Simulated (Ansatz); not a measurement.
C2H3FOS, SMILES `O=CC(F)S`, 8 atoms. Total charge 0; spin multiplicity 1. All runs use 2 threads of an Arm Neoverse V1 on a shared host. Correlated methods freeze the cores.

(1) How many basis functions does each run have, and how long does it take in Ansatz? RKS SPW92 (LDA)/def2-TZVPP energy; RKS ωB97M-V/def2-TZVPP energy and forces; RKS B2PLYP (frozen core)/def2-TZVPP energy; RKS PBE0-D4/def2-TZVP frequencies; RHF-MP2/def2-QZVPP energy; RKS PBE0-D4/def2-SVP energy; RHF-CCSD(T)/def2-TZVPP energy; RKS ωB97M-V/def2-SVP energy; direct RPA on PBE orbitals/def2-TZVPP energy; RKS B3LYP-D4/def2-TZVPP energy and forces; RHF-CCSD(T)/def2-SVP energy; RKS PBE0-D4/def2-QZVPP energy. (Estimate.)

Answers

(1) Ansatz gave: Other jobs shared the machine, so times are rough.

```csv
level,job,functions,wall time,peak host memory (GiB)
RKS PBE0-D4/def2-SVP,energy,89,1.1 s,0.42
RKS SPW92 (LDA)/def2-TZVPP,energy,208,1.5 s,0.23
RHF-CCSD(T)/def2-SVP,energy,89,4.9 s,0.42
RKS ωB97M-V/def2-SVP,energy,89,5.5 s,0.42
RKS B3LYP-D4/def2-TZVPP,energy and forces,208,5.5 s,0.47
direct RPA on PBE orbitals/def2-TZVPP,energy,208,6 s,0.42
RKS B2PLYP (frozen core)/def2-TZVPP,energy,208,7 s,0.47
RKS PBE0-D4/def2-QZVPP,energy,388,8.5 s,1.1
RKS ωB97M-V/def2-TZVPP,energy and forces,208,14 s,0.6
RHF-MP2/def2-QZVPP,energy,388,24 s,1.9
RHF-CCSD(T)/def2-TZVPP,energy,208,2.1 min,3
RKS PBE0-D4/def2-TZVP,frequencies,179,2.3 min,0.42
```

B3LYP here is the variant with VWN-RPA as its local correlation; programs differ in this.
